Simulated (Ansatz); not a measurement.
**PH⁻, doublet: the ladder up to full CI**

Geometry: a point of a stretch scan, not a stationary point.

| atom | x (Å) | y (Å) | z (Å) |
| --- | --- | --- | --- |
| P | 0.0000 | 0.0000 | 0.0000 |
| H | 0.0000 | 0.0000 | 1.3050 |

Basis 6-31++G** (Cartesian d functions); Ansatz 0.2.0. Correlated methods freeze the noble-gas cores, which leaves 7 electrons in 24 orbitals. R marks a restricted (for open shells ROHF) determinant, U an unrestricted one. Active spaces: pair = (3e, 3o) about the gap; valence = (7e, 5o) chosen from the atoms' valence shells.

Full CI is exact within this basis and frozen core; it isn't the basis-set limit. The frozen core follows each run's orbitals, which can shift R against U totals by a few meV.

For open shells CISD is restricted-active-space CI with the open shells as a complete middle space.

The UHF ⟨S²⟩ is 0.764 and the T1 diagnostic (RCCSD) is 0.0199. The largest doubles amplitude (RCCSD) is 0.063 and the T1 diagnostic (UCCSD) is 0.0149.

| level | E − E(RHF) (eV) |
| --- | --- |
| UHF | -0.0832 |
| RMP2 | -2.6885 |
| UMP2 | -2.6858 |
| RCCSD | -3.2222 |
| UCCSD | -3.2241 |
| RCCSD(T) | -3.3063 |
| UCCSD(T) | -3.3062 |

Problem. Estimate how far full CI in 6-31++G** lies from RCCSD(T). The table doesn't fix it; the size of (T) and the diagnostics are the guide.

Solution. Full CI in 6-31++G** lies 2.0 kJ/mol below RCCSD(T), which is 25 % of the (T) step (-8.1 kJ/mol). The diagnostics are small and one determinant leads, so the series closes fast and only a small part of (T) is left.

The other levels:

```csv
level,E − E(full CI) (kJ/mol),share of correlation (%),wall time
CISD,22.1,93.10,0.54 s
BCCD(T),2.0,99.36,0.63 s
RCCSDT,0.3,99.89,–
UCCSDT,0.3,99.90,–
RCCSDT(Q),0.0,99.99,3.4 s
UCCSDT(Q),0.0,100.00,4.1 s
CASSCF (valence space),283.4,11.73,–
NEVPT2 (valence space),78.7,75.50,0.24 s
MRCISD (valence space),18.9,94.11,–
MRCISD+Q (valence space),2.6,99.18,0.45 s
```

The correlation energy at full CI, counted from RHF, is -3.327 eV. That run took 80 s on 1 thread of Arm Neoverse V2, shared host over 5,376,630 determinants.

Run but not shown, since their state or frozen core can't be matched to the reference's or they repeat it: CASSCF (pair space), NEVPT2 (pair space), MRCISD (pair space), MRCISD+Q (pair space).

Times hold each run's SCF and search for its determinant on a shared host, so for small cases they say little of a method's own cost; they ran on 1 thread of Arm Neoverse V2.

The full-CI state has the irrep B2 of C2v, in the program's axes (one component, if the state is degenerate).

Natural occupations of full CI about the gap: 1.966 1.948 1.938 0.989 0.040 0.031 0.016 0.014 0.012 0.010; effectively unpaired electrons, Σ n²(2−n)², 1.04.
